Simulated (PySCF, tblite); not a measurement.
# C5H8N radical: geometry, infrared bands and EPR parameters

What infrared bands and EPR parameters should C5H8N radical (`CN1C=C[CH]C1`) show?

The runs use tblite 0.8.0 and PySCF 2.14.0, with density-fitted response routines of our own; the level of theory stands in each step. All values are computed, except where a source is named. Atoms are numbered from 0 throughout.

**1. Starting geometry**

14 atoms, charge 0, multiplicity 2; geometry from: force field or distance geometry start.

Bonds of the start (Å): C0–N1 1.44, N1–C2 1.44, C2–C3 1.33, C3–C4 1.52, C4–C5 1.52, C5–N1 1.47, C0–H6 1.13, C0–H7 1.09, C0–H8 1.12, C2–H9 1.10, C3–H10 1.08, C4–H11 1.11, C5–H12 1.09, C5–H13 1.13.

**2. Relaxing the molecule with GFN2-xTB**

The job: settings as JSON, then the geometry in Å.

```
{"job": {"kind": "relax", "xc": "GFN2-xTB", "basis": "xTB"}, "charge": 0, "multiplicity": 2}
C     -1.849300     0.251100     0.021000
N     -0.431500     0.108200    -0.180400
C      0.586400     1.119800    -0.183800
C      1.756900     0.596600     0.159600
C      1.552300    -0.878900     0.451100
C      0.322000    -1.139000    -0.397100
H     -2.161500    -0.158300     1.022600
H     -2.434200    -0.299700    -0.719600
H     -2.146100     1.334300    -0.000500
H      0.407800     2.176100    -0.444100
H      2.697500     1.129200     0.240900
H      1.364500    -1.052500     1.529600
H     -0.311600    -1.958700    -0.049300
H      0.646000    -1.228600    -1.472300
```

Command:

```sh
> OMP_NUM_THREADS=1 python probes_run.py task.json out
```

This one command runs all jobs of the session in turn.

The log of the run:

```text
step      E/eV     max force
  0    -478.23790    2.508
  1    -478.47416    1.274
  2    -478.60194    1.252
  3    -478.74377    1.199
  4    -478.86204    1.133
  5    -478.98096    0.997
  6    -479.10173    1.107
  7    -479.22811    1.096
  8    -479.35335    1.019
  9    -479.44502    1.055
 10    -479.53800    0.702
 11    -479.61730    1.341
 12    -479.69321    0.932
 13    -479.75947    0.681
 14    -479.81853    0.513
 15    -479.84572    0.494
 16    -479.87400    0.325
 17    -479.88401    0.272
 18    -479.89650    0.412
 19    -479.91071    0.316
 20    -479.92445    0.297
 21    -479.93183    0.252
 22    -479.94011    0.252
 23    -479.95097    0.296
 24    -479.96097    0.277
 25    -479.96724    0.205
 26    -479.97197    0.184
 27    -479.97726    0.203
 28    -479.98451    0.268
 29    -479.99387    0.322
 30    -480.00407    0.338
 31    -480.01484    0.349
 32    -480.02618    0.380
 33    -480.03656    0.379
 34    -480.04588    0.308
 35    -480.05501    0.195
 36    -480.06248    0.215
 37    -480.06608    0.304
 38    -480.07050    0.178
 39    -480.07374    0.109
 40    -480.07702    0.136
 41    -480.07899    0.119
 42    -480.08033    0.086
 43    -480.08109    0.093
 44    -480.08179    0.062
 45    -480.08237    0.057
 46    -480.08288    0.048
 47    -480.08325    0.050
 48    -480.08358    0.043
 49    -480.08396    0.048
 50    -480.08431    0.047
 51    -480.08452    0.034
 52    -480.08463    0.023
 53    -480.08471    0.023
 54    -480.08476    0.020
 55    -480.08479    0.014
 56    -480.08480    0.009
```

It took 0.37 s on 1 thread of Arm Neoverse N1, shared host; peak memory 0.18 GiB.

Step by step: (not every step is listed)

```
step  energy from step 0 (eV)  largest force (eV/Å)
   0                   0.0000                2.5084
   1                  -0.2363                1.2739
   2                  -0.3640                1.2523
   3                  -0.5059                1.1986
   4                  -0.6241                1.1326
   5                  -0.7431                0.9973
   6                  -0.8638                1.1066
   7                  -0.9902                1.0962
   8                  -1.1154                1.0186
  12                  -1.4553                0.9322
  16                  -1.6361                0.3253
  20                  -1.6865                0.2972
  24                  -1.7231                0.2773
  28                  -1.7466                0.2677
  32                  -1.7883                0.3796
  36                  -1.8246                0.2148
  40                  -1.8391                0.1355
  44                  -1.8439                0.0616
  48                  -1.8457                0.0431
  51                  -1.8466                0.0340
  52                  -1.8467                0.0228
  53                  -1.8468                0.0229
  54                  -1.8469                0.0199
  55                  -1.8469                0.0137
  56                  -1.8469                0.0094
```

Close pairs (by a distance rule), those that changed most:

```
  bond  before (Å)  after (Å)  change (Å)
 C3–C4       1.518      1.374      -0.143
 N1–C2       1.435      1.375      -0.060
 C2–C3       1.327      1.385      +0.058
C4–H11       1.108      1.071      -0.038
 C0–H8       1.123      1.089      -0.034
 C2–H9       1.102      1.072      -0.030
 N1–C5       1.473      1.446      -0.028
 C0–H6       1.126      1.100      -0.026
```

The end geometry stands in the next job.

**3. Infrared spectrum with GFN2-xTB**

The job: settings as JSON, then the geometry in Å.

```
{"job": {"kind": "ir", "xc": "GFN2-xTB", "basis": "xTB"}, "charge": 0, "multiplicity": 2}
C     -1.843320     0.317614    -0.261979
N     -0.420085     0.184189    -0.288851
C      0.466138     1.174156     0.064825
C      1.699114     0.615436     0.357021
C      1.609302    -0.752886     0.263762
C      0.204232    -1.106427    -0.103936
H     -2.262460     0.108325     0.733091
H     -2.289145    -0.381390    -0.972843
H     -2.120216     1.331544    -0.546885
H      0.174665     2.205405     0.036499
H      2.579945     1.174131     0.611987
H      2.376173    -1.481468     0.429926
H     -0.307964    -1.688340     0.684834
H      0.132943    -1.700761    -1.029617
```

The log of the run:

```text
mode    cm-1     km/mol
  1     113.4      4.41
  2     147.0      1.21
  3     282.0     12.68
  4     330.6      0.38
  5     476.8      2.47
  6     588.7     18.86
  7     617.7      0.91
  8     633.9      8.94
  9     795.8      1.93
 10     838.1      1.96
 11     902.8     11.91
 12     944.4      2.39
 13     997.1     10.51
 14    1067.1      7.14
 15    1086.5      1.60
 16    1091.1      4.66
 17    1100.2      4.16
 18    1117.8      9.15
 19    1213.7      5.92
 20    1245.9     22.52
 21    1277.7      1.91
 22    1381.8     22.79
 23    1413.5      1.63
 24    1436.1      3.95
 25    1466.0      0.87
 26    1473.2      7.92
 27    1479.8     49.13
 28    1497.4     22.45
 29    2738.7     66.11
 30    2829.6     75.44
 31    2864.8     80.58
 32    2980.7     38.16
 33    3022.5     21.98
 34    3142.7     20.86
 35    3158.6     43.49
 36    3173.3     27.75
```

Run time: 0.43 s. Hardware: 1 thread of Arm Neoverse N1, shared host; peak memory 0.18 GiB.

Which atoms move in the most intense modes:

```
cm⁻¹  km/mol                               atoms
1382    22.8           N1 24 %, C3 23 %, C2 15 %
1480    49.1  C2 30 %, H6 17 %, H7 13 %, N1 12 %
2739    66.1                  H12 72 %, H13 20 %
2830    75.4                  H13 74 %, H12 22 %
2865    80.6                             H6 91 %
2981    38.2                             H7 92 %
3159    43.5                   H9 73 %, H11 11 %
3173    27.8                            H11 79 %
```

**4. g tensor and hyperfine couplings: B3LYP/pcH-1**

Settings changed since step 3:

```diff
@@ -1,2 +1,2 @@
-{"job": {"kind": "ir", "xc": "GFN2-xTB", "basis": "xTB"}, "charge": 0, "multiplicity": 2}
+{"job": {"kind": "epr", "basis": "pcH-1"}, "charge": 0, "multiplicity": 2}
 C     -1.843320     0.317614    -0.261979
```

Level: UKS B3LYP, pcH-1 on C H N, non-relativistic, mean-field spin-orbit, GIAO.

The log of the run:

```text
UKS, coarse grid
  cycle   1  E = -250.00265120  |g| = 2.97e-01
  cycle   2  E = -249.97568825  |g| = 3.80e-01
  cycle   3  E = -250.05100547  |g| = 6.67e-02
  cycle   4  E = -250.05255032  |g| = 4.40e-02
  cycle   5  E = -250.05354002  |g| = 7.75e-03
  cycle   6  E = -250.05359220  |g| = 4.79e-03
  cycle   7  E = -250.05361432  |g| = 1.80e-03
  cycle   8  E = -250.05361884  |g| = 5.36e-04
UKS, final grid
  cycle   1  E = -250.05356343  |g| = 6.43e-04
  cycle   2  E = -250.05356328  |g| = 9.07e-04
  cycle   3  E = -250.05356365  |g| = 5.35e-05
  cycle   4  E = -250.05356365  |g| = 4.22e-05
  cycle   5  E = -250.05356365  |g| = 2.22e-05
E = -250.05356365 Eh   <S^2> = 0.7670 (exact 0.7500)
g shifts (ppm)      1          2          3
  rmc          -163       -163       -163
  gc             -1         37         34
  oz_so         -18        692       1296
  total        -182        566       1168
hyperfine (MHz)  atom isotope    a_iso     a_fc   dipolar eigenvalues
    0   13C       2.98       2.98     -1.53     -0.75      2.27
    1   14N      11.83      11.83    -10.37    -10.19     20.55
    2   13C      34.78      34.78    -38.94    -37.48     76.42
    3   13C     -35.75     -35.75    -19.06      8.64     10.42
    4   13C      47.12      47.12    -43.92    -41.88     85.80
    5   13C     -30.82     -30.82     -1.62      0.51      1.10
    6    1H      20.31      20.31     -2.62     -1.67      4.29
    7    1H       4.03       4.03     -2.41     -2.17      4.58
    8    1H       3.13       3.13     -2.52     -2.36      4.88
    9    1H     -32.84     -32.84    -19.64     -0.07     19.71
   10    1H       6.70       6.70     -3.99      0.15      3.84
   11    1H     -36.16     -36.16    -21.58     -0.09     21.67
   12    1H     132.55     132.55     -3.03     -0.70      3.72
   13    1H     120.53     120.53     -3.31     -0.64      3.94
```

It took 54 s on 1 thread of Arm Neoverse N1, shared host; peak memory 0.84 GiB.

Principal g values 2.00214, 2.00289, 2.00349; g(iso) = 2.00284, against 2.00232 for a free electron.

Mean a(iso) over the nuclei that a row names, and the largest dipolar term of the row (other rows stand at the frozen geometry):

```
    nuclei  isotope  a(iso) (MHz)  a(iso) (G, at g = 2.0023)  largest dipolar term (MHz)
  H12, H13       1H         126.5                       45.2                         3.9
        C4      13C          47.1                       16.8                        85.8
       H11       1H         -36.2                      -12.9                        21.7
        C3      13C         -35.8                      -12.8                       -19.1
        C2      13C          34.8                       12.4                        76.4
        H9       1H         -32.8                      -11.7                        19.7
        C5      13C         -30.8                      -11.0                        -1.6
        N1      14N          11.8                        4.2                        20.6
H6, H7, H8       1H           9.2                        3.3                         4.9
       H10       1H           6.7                        2.4                        -4.0
        C0      13C           3.0                        1.1                         2.3
```

Mulliken spin populations:

C0 -0.01; N1 0.15; C2 0.47; C3 -0.18; C4 0.54; C5 -0.07; H6 0.02; H7 0.00; H8 0.00; H9 -0.02; H10 0.01; H11 -0.02; H12 0.07; H13 0.05

In first order the couplings over 0.8 MHz of 1H, 14N give 288 distinct lines over 135.5 G, if the averaged nuclei exchange fast.

Orbitals, density, ELF and potential are computed afterwards from the orbital file.

ELF in a plane through or near 10 of the atoms.

Ten even steps from '0' (0.00) to '9' (1.00):
```
0000000000000000000000000000
0000000000000000000000000000
0000000000000000000000000000
0000000000003687200000000000
0000025520018999800000000000
0000499981018999800133000000
0001899996455898202999720000
0000799994583554017999840000
0000015649274587446998510000
0000000378721552862264100000
0000024531253686762465100000
0001699954293276235887310000
0002999995672254002787310000
0001899972135664000243100000
0000146510002321000000000000
0000000000000000000000000000
0000000000000000000000000000
0000000000000000000000000000
0000000000000000000000000000
0000000000000000000000000000
```
The map spans 10.4 Å across and 9.6 Å up, centred on the molecule. Atoms in the plane (x, y in Å): C0 (1.9, 0.1), N1 (0.5, 0.1), C2 (-0.3, 1.2), C3 (-1.6, 0.8), C4 (-1.7, -0.5), C5 (-0.3, -1.1), H8 (2.3, 1.0), H9 (0.1, 2.2), H10 (-2.5, 1.5), H11 (-2.6, -1.1).

On the surface of density 0.002 e/bohr³ the electrostatic potential runs, from the 1st to the 99th percentile, from -0.99 V near C3 to 0.90 V near H9.

The spin density lies nearest to C2, C4 about 28 % each; N1 13 %; C3 8 % (beta excess).

**5. Summary of results**

| quantity | value |
| --- | --- |
| strongest single infrared mode (GFN2-xTB) | 2865 cm⁻¹, 81 km/mol |
| zero-point energy (GFN2-xTB) | 72.8 kcal/mol |
| g(iso) (B3LYP) | 2.00284 |
| ⟨S²⟩ | 0.767 (exact 0.75) |
| largest a(iso) (averaged by class) | 1H on H12, H13, 126.5 MHz |
| surface potential, 1st and 99th percentile | -0.99 V and 0.90 V |

What this shows: The optimisation took 56 steps and gained 1.847 eV; among the close pairs (by a distance rule), C3–C4 changed most, from 1.518 to 1.374 Å. All 36 modes are real, so the xTB geometry is a minimum. The strongest single mode, at 2865 cm⁻¹, moves mainly H6. GFN2-xTB is a fitted tight-binding method: band positions and strengths are rough. Its intensities can rank the bands wrongly. The largest spin populations lie on C4 (0.54 e), C2 (0.47 e). The isotropic g lies 0.5 ppt above the free-electron value.
